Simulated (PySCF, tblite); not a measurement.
**A complex of beryllium hydride and 2 × methanol**

A gas-phase complex of beryllium hydride and 2 × methanol; neutral, singlet. The structure comes from a short search (6 tight-binding starts) and was relaxed by PBE0-D3(BJ)/def2-SVPD; another way of binding may lie lower. No frequency run checks that it is a minimum.

Parts: 1 = beryllium hydride ([BeH2]), atoms 1–3; 2 = methanol (CO), atoms 4–9; 3 = methanol (CO), atoms 10–15.

```csv
atom,part,x (Å),y (Å),z (Å)
Be1,1,0.936,-0.220,0.624
H2,1,0.145,0.928,0.500
H3,1,0.836,-1.484,0.035
C4,2,0.470,0.198,3.328
O5,2,1.053,-0.641,2.339
H6,2,0.927,1.186,3.209
H7,2,-0.613,0.292,3.172
H8,2,0.687,-0.193,4.331
H9,2,0.715,-1.542,2.384
C10,3,3.519,-0.348,-0.384
O11,3,2.548,0.433,0.302
H12,3,3.160,-0.629,-1.383
H13,3,4.468,0.202,-0.450
H14,3,3.660,-1.260,0.205
H15,3,2.378,1.271,-0.142
```

Contacts between parts, classed by geometry: Be1···O11 1.769 Å (bond); Be1···O5 1.770 Å (bond).

The parts are joined by the bonds Be1–O11 and Be1–O5, so these are energies of forming such bonds; deforming the relaxed parts to their shape in the adduct costs 14.1 kcal/mol, which the interaction energies leave out.

Interaction energies are complex less parts, with the parts frozen as they stand in it; counterpoise-corrected, in kcal/mol (PySCF).

Q: Give the interaction energy at each level run.

A: 
```csv
level,interaction,superposition error removed
wB97M-D3(BJ)/def2-SVPD,-48.96,-2.42
PBE0-D3(BJ)/def2-SVPD,-49.87,-2.54
```

Q: What holds them together? Decompose the wB97M-D3(BJ)/def2-SVPD energy: frozen parts, their antisymmetrised product, then relaxation.

A: electrostatic -102.6, Pauli repulsion +104.6, orbital relaxation -49.2, dispersion correction -4.2 kcal/mol, which sum to the value before the counterpoise correction; the Pauli term holds the exchange-correlation of the frozen density too. Of the attraction, 66 % is electrostatic, 32 % is orbital relaxation, 3 % is dispersion correction.

The parts were also relaxed and run alone, at the levels used for the complex: shieldings by PBE0/pcSseg-1.

Values alone: shielding of Be1 (ppm): 79.8; shielding of O11 (ppm): 332.0; shielding of O5 (ppm): 332.0.

Q: How do these values change when the complex forms?

A: 
| property | alone | in the complex | change |
| --- | --- | --- | --- |
| shielding of Be1 (ppm) | 79.8 | 100.9 | +21.1 |
| shielding of O11 (ppm) | 332.0 | 313.1 | -18.9 |
| shielding of O5 (ppm) | 332.0 | 313.0 | -19.0 |
